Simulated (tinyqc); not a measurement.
Inside a calculation. Method: Born-Oppenheimer dynamics on the UHF/sto-3g surface (energies and gradients from PySCF), for NH, spin multiplicity 3. Computed by tinyqc, a small Python program that keeps every step (integrals from PySCF). Settings: charge = 0, multiplicity = 3, basis = sto-3g, time step (fs) = 2.0, steps = 16. Command: `OMP_NUM_THREADS=1 python tinyqc.py 31381 31382 out.jsonl` (the two numbers bound the seeds that draw the settings). One thread of a shared host (Intel(R) Xeon(R) Processor @ 2.60GHz), about 0.9 s of CPU time with the checks.

## Velocity Verlet step 1

positions (bohr), order 1N, 2H:
$$\begin{pmatrix}
0.000000 & 0.000000 & 0.000000 \\
0.000000 & 0.000000 & 1.978543
\end{pmatrix}$$

velocities (bohr per atomic time unit), order 1N, 2H:
$$\begin{pmatrix}
-0.000010071 & -0.000003290 & -0.000012622 \\
0.000139929 & 0.000045710 & 0.000175378
\end{pmatrix}$$

gradient (hartree/bohr), order 1N, 2H:
$$\begin{pmatrix}
0.00000000 & 0.00000000 & 0.03378147 \\
0.00000000 & 0.00000000 & -0.03378147
\end{pmatrix}$$

masses (electron masses): 1N 25526.042363, 2H 1837.152588

gradient after step 1 (hartree/bohr), order 1N, 2H:
$$\begin{pmatrix}
-0.00004659 & -0.00001522 & -0.00774349 \\
0.00004659 & 0.00001522 & 0.00774349
\end{pmatrix}$$

dt = 2 fs = 82.6827 atomic units; x' = x + v dt - g dt^2 / (2m); after the new gradient g', v' = v - (g + g') dt / (2m).

positions after step 1 (bohr), order 1N, 2H:
$$\begin{pmatrix}
-0.000833 & -0.000272 & -0.005567 \\
0.011570 & 0.003779 & 2.055898
\end{pmatrix}$$

velocities after step 1 (bohr per atomic time unit), order 1N, 2H:
$$\begin{pmatrix}
-0.000009995 & -0.000003265 & -0.000054793 \\
0.000138881 & 0.000045368 & 0.000761309
\end{pmatrix}$$

## Velocity Verlet step 2

gradient after step 2 (hartree/bohr), order 1N, 2H:
$$\begin{pmatrix}
-0.00034055 & -0.00011125 & -0.02923579 \\
0.00034055 & 0.00011125 & 0.02923579
\end{pmatrix}$$

As before.

positions after step 2 (bohr), order 1N, 2H:
$$\begin{pmatrix}
-0.001653 & -0.000540 & -0.009061 \\
0.022966 & 0.007502 & 2.104438
\end{pmatrix}$$

velocities after step 2 (bohr per atomic time unit), order 1N, 2H:
$$\begin{pmatrix}
-0.000009368 & -0.000003060 & 0.000005098 \\
0.000130169 & 0.000042522 & -0.000070834
\end{pmatrix}$$

## Energy conservation

The total energy should stay constant up to terms of order dt^2; the step counts as short enough if it moves by less than 2 % of the largest kinetic energy.

Trajectory:
```
time (fs)  1N-2H (angstrom)  potential (hartree)  kinetic (hartree)  total (hartree)
0.000000           1.047000         -54.26270401         0.00005162     -54.26265239
2.000000           1.090902         -54.26371768         0.00059174     -54.26312595
4.000000           1.118499         -54.26273903         0.00002341     -54.26271562
6.000000           1.084416         -54.26377883         0.00061249     -54.26316633
8.000000           1.045729         -54.26262124         0.00002251     -54.26259873
10.000000          1.081246         -54.26378371         0.00060497     -54.26317874
12.000000          1.118028         -54.26276489         0.00003648     -54.26272841
14.000000          1.093847         -54.26366775         0.00056549     -54.26310227
16.000000          1.048182         -54.26277808         0.00007850     -54.26269958
18.000000          1.071237         -54.26368750         0.00051632     -54.26317118
20.000000          1.114753         -54.26293639         0.00012711     -54.26280928
22.000000          1.102344         -54.26344851         0.00043271     -54.26301580
24.000000          1.053969         -54.26310088         0.00020638     -54.26289450
26.000000          1.061649         -54.26342984         0.00036158     -54.26306827
28.000000          1.109156         -54.26319480         0.00027597     -54.26291883
30.000000          1.109568         -54.26317730         0.00026547     -54.26291183
32.000000          1.062226         -54.26345006         0.00037230     -54.26307776
```

The total energy moves within 5.8e-04 hartree; that is over 2 % of the largest kinetic energy, so the time step is too long.
